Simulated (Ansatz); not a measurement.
Born–Oppenheimer molecular dynamics of BH6NO (9 atoms, charge 0, multiplicity 1). It starts at the highest image of a converged band, a first-order saddle point between two minima.

All numbers below come from Ansatz 0.2.0, RKS PBE-D4/def2-SVP.

- ensemble: NVE (velocity Verlet)
- time step: 0.5 fs
- steps asked: 200
- starting velocities drawn for: 100 K
- seed: 5655

First frame:

```xyz
9
Properties=species:S:1:pos:R:3
B -0.035 0.219 0.251
N -0.006 0.053 1.810
H -0.745 -0.517 2.233
H 0.895 -0.205 2.227
H 1.038 0.010 -0.293
H -1.037 -0.267 -0.263
O -0.236 1.837 0.406
H -1.147 2.076 0.150
H -0.237 1.393 1.488
```

(1) How far do the bonds stretch over the last three quarters of this one trajectory? (Pairs bonded in most of those frames.)

Answers

(1) 
```tsv
bond	mean (Å)	spread (Å)	shortest	longest
B1–H5	1.236	0.015	1.21	1.27
B1–H6	1.241	0.015	1.20	1.27
B1–O7	1.417	0.054	1.34	1.53
N2–H3	1.030	0.015	1.00	1.06
N2–H4	1.030	0.016	1.00	1.07
N2–H9	1.035	0.032	0.98	1.09
O7–H8	0.973	0.004	0.96	0.98
```

Mean temperature of the second half: 380 K. The conserved energy stayed within 0.13 meV per atom of its start (net change 0.019 meV per atom), so the integration is sound. The kinetic energy rose, since the run started high on the potential surface and went downhill. It ends in pieces (BH3O + H3N), so much of that is their flight and rotation, not heat. A run of 0.1 ps of so small a system gives no equilibrium averages. The orbitals stay closed-shell, which can raise the energy where a bond breaks towards radicals; this wasn't checked here.

Time of the run: 5.1 min on 1 thread of Arm Neoverse V1 (shared host), peak memory 0.12 GiB.
